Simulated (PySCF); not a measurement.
# Löwdin shares of the frontier orbitals

Species: acetophenone, C8H8O.
Z-matrix (Å and degrees, PBE0-D3(BJ)/def2-SVP geometry), rows numbered from 1:
```
C 
C   1  1.5082
O   2  1.2116  1  121.00
C   2  1.4980  1  118.55  3   179.99
C   4  1.4003  2  123.05  1     0.61
C   5  1.3933  4  120.28  2   179.93
C   6  1.3942  5  120.06  4     0.04
C   7  1.3964  6  120.01  5    -0.04
C   8  1.3897  7  119.91  6    -0.00
H   1  1.1011  2  110.86  3   119.77
H   1  1.1009  2  110.98  3  -121.17
H   1  1.0963  2  108.78  3    -0.60
H   5  1.0918  4  120.40  2    -0.06
H   6  1.0924  5  119.87  4  -179.98
H   7  1.0927  6  119.96  5   179.98
H   8  1.0925  7  120.06  6  -179.99
H   9  1.0920  4  117.75  2     0.01
```

The calculation used TDDFT wB97X-D/def2-SVPD, vertical, gas phase, core orbitals frozen in the response (PySCF 2.14.0, density-fitted response routines).

Frontier orbitals with the atoms that hold most of them (Löwdin shares over 4%, at most four atoms):

| orbital | ε (eV) | atoms |
| --- | --- | --- |
| LUMO+2 | 2.26 | C1 15%, C5 12%, C6 10%, H13 10% |
| LUMO+1 | 1.18 | C8 18%, C5 18%, C6 18%, C9 18% |
| LUMO | -0.01 | C2 19%, O3 18%, C7 13%, C4 12% |
| HOMO | -9.35 | O3 54%, C2 10%, C4 10%, C1 9% |
| HOMO-1 | -9.36 | C6 17%, C9 17%, C4 16%, C7 15% |
| HOMO-2 | -9.47 | C8 25%, C5 24%, C7 12%, C4 11% |
| HOMO-3 | -11.88 | C9 14%, C8 12%, C5 12%, C4 12% |

(1) How does S1 compare with the orbital gap of 9.34 eV?

Answers

(1) S1 is at 3.99 eV (f = 0.0001), 5.35 eV below the gap, made of HOMO→LUMO (76%), HOMO-1→LUMO (13%), HOMO→LUMO+3 (8%). 

Next come S2 at 5.05 eV (f 0.019), HOMO-2→LUMO (46%), HOMO-1→LUMO (26%), HOMO-1→LUMO+1 (12%); S3 at 5.47 eV (f 0.231), HOMO-1→LUMO (50%), HOMO-2→LUMO (30%), HOMO→LUMO (8%); S4 at 6.59 eV (f 0.0045), HOMO→LUMO+1 (88%); S5 at 6.60 eV (f 0.221), HOMO-1→LUMO+1 (46%), HOMO-2→LUMO+1 (22%), HOMO-2→LUMO (19%).

Löwdin shares depend on the basis, the more so with diffuse functions.

One conformer stands for the species.
